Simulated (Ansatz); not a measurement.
Basis-set extrapolation for C$_{2}$H$_{6}$N− (`C[N-]C`) (PBE0-D4/def2-TZVPD geometry, frozen core, Ansatz 0.2.0). Multiplicity 1, RHF reference.

```tsv
	def2-TZVPPD	def2-QZVPPD
HF	-133.633037	-133.639600
MP2 correlation	-0.599268	-0.635199
CCSD(T) correlation	-0.652033	not run
```

Energies in hartree. Use E(X) = E(∞) + A·exp(−7.88·√X) for Hartree–Fock and E(X) = E(∞) + B·X^(−2.97) for correlation, with X = 3 and 4, and add CCSD(T) minus MP2 of the smaller set to the MP2 limit.

**Question.** What is the CCSD(T) energy at the basis-set limit?

**Answer.** HF limit: -133.639600 + (-0.006563) × 0.13774 = -133.64050. MP2 limit: -0.635199 + (-0.035931) × 0.74074 = -0.66181. Higher-order term: -0.652033 − (-0.599268) = -0.05276. Total: -134.35507 hartree, 183.8 kJ/mol below CCSD(T)/def2-TZVPPD.
